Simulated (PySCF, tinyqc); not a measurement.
Worked calculation: LCCD on RHF in the sto-3g basis, frozen core, for CH2, spin multiplicity 1. The lowest restricted solution is unstable here: a spin-polarised one lies 0.0513 hartree lower (PySCF). One step of it, computed by the program tinyqc.

Question. Iteration 7 (converged): orbitals. Diagonalise F' = X^T F X, C = X C', fill 4 alpha and 4 beta electrons from the bottom; D = 2 C_occ C_occ^T. Each column has its largest component positive (the first on a tie).

converged F (hartree), order 1C 1s, 1C 2s, 1C 2px, 1C 2py, 1C 2pz, 2H 1s, 3H 1s:
```
[[-10.969558, -2.955030, 0.000000, 0.000000, -0.025070, -0.920303, -0.920303],
 [-2.955030, -1.467159, 0.000000, 0.000000, -0.099884, -0.808260, -0.808260],
 [0.000000, 0.000000, 0.234480, 0.000000, 0.000000, 0.000000, 0.000000],
 [0.000000, 0.000000, 0.000000, -0.337432, 0.000000, -0.412647, 0.412647],
 [-0.025070, -0.099884, 0.000000, 0.000000, -0.264710, -0.232641, -0.232641],
 [-0.920303, -0.808260, 0.000000, -0.412647, -0.232641, -0.575995, -0.267121],
 [-0.920303, -0.808260, 0.000000, 0.412647, -0.232641, -0.267121, -0.575995]]
```

X, order 1C 1s, 1C 2s, 1C 2px, 1C 2py, 1C 2pz, 2H 1s, 3H 1s:
```
[[-0.279882, 0.000000, 0.807416, 0.000000, -0.567423, 0.000000, 0.172166],
 [1.428623, 0.000000, -0.263179, 0.000000, -0.222390, 0.000000, 0.447279],
 [0.000000, 0.000000, 0.000000, 1.000000, 0.000000, 0.000000, 0.000000],
 [0.000000, 1.249044, 0.000000, 0.000000, 0.000000, 0.600057, 0.000000],
 [0.513801, 0.000000, 0.594387, 0.000000, 0.734446, 0.000000, 0.154804],
 [-0.936623, -1.000331, -0.158317, 0.000000, 0.116621, 0.374625, 0.357852],
 [-0.936623, 1.000331, -0.158317, 0.000000, 0.116621, -0.374625, 0.357852]]
```

Give: F' = X^T F X; orbital energies; coefficients C; D after iteration 7.

Answer.

F' = X^T F X (hartree):
```
[[0.6297, 0.0000, 0.5703, 0.0000, -0.2931, 0.0000, 0.0460],
 [0.0000, 0.9178, 0.0000, 0.0000, 0.0000, 0.0878, 0.0000],
 [0.5703, 0.0000, -5.7022, 0.0000, 4.6467, 0.0000, -2.5450],
 [0.0000, 0.0000, 0.0000, 0.2345, 0.0000, 0.0000, 0.0000],
 [-0.2931, 0.0000, 4.6467, 0.0000, -4.2147, 0.0000, 2.2003],
 [0.0000, 0.0878, 0.0000, 0.0000, 0.0000, -0.5792, 0.0000],
 [0.0460, 0.0000, -2.5450, 0.0000, 2.2003, 0.0000, -2.1071]]
```

orbital energies (hartree): [-10.9759, -0.8502, -0.5844, -0.2717, 0.2345, 0.7035, 0.9229]

coefficients C, order 1C 1s, 1C 2s, 1C 2px, 1C 2py, 1C 2pz, 2H 1s, 3H 1s:
```
[[0.9928, -0.2203, 0.0000, 0.1073, 0.0000, -0.1901, 0.0000],
 [0.0326, 0.6332, 0.0000, -0.4992, 0.0000, 1.3071, 0.0000],
 [0.0000, 0.0000, 0.0000, 0.0000, 1.0000, 0.0000, 0.0000],
 [0.0000, 0.0000, 0.5261, 0.0000, 0.0000, 0.0000, 1.2819],
 [0.0057, 0.1529, 0.0000, 0.8727, 0.0000, 0.6290, 0.0000],
 [-0.0080, 0.2852, 0.4324, 0.1511, 0.0000, -0.9694, -0.9768],
 [-0.0080, 0.2852, -0.4324, 0.1511, 0.0000, -0.9694, 0.9768]]
```

D after iteration 7, order 1C 1s, 1C 2s, 1C 2px, 1C 2py, 1C 2pz, 2H 1s, 3H 1s:
```
[[2.0915, -0.3214, 0.0000, 0.0000, 0.1311, -0.1090, -0.1090],
 [-0.3214, 1.3023, 0.0000, 0.0000, -0.6772, 0.2097, 0.2097],
 [0.0000, 0.0000, 0.0000, 0.0000, 0.0000, 0.0000, 0.0000],
 [0.0000, 0.0000, 0.0000, 0.5537, 0.0000, 0.4550, -0.4550],
 [0.1311, -0.6772, 0.0000, 0.0000, 1.5702, 0.3509, 0.3509],
 [-0.1090, 0.2097, 0.0000, 0.4550, 0.3509, 0.5823, -0.1655],
 [-0.1090, 0.2097, 0.0000, -0.4550, 0.3509, -0.1655, 0.5823]]
```
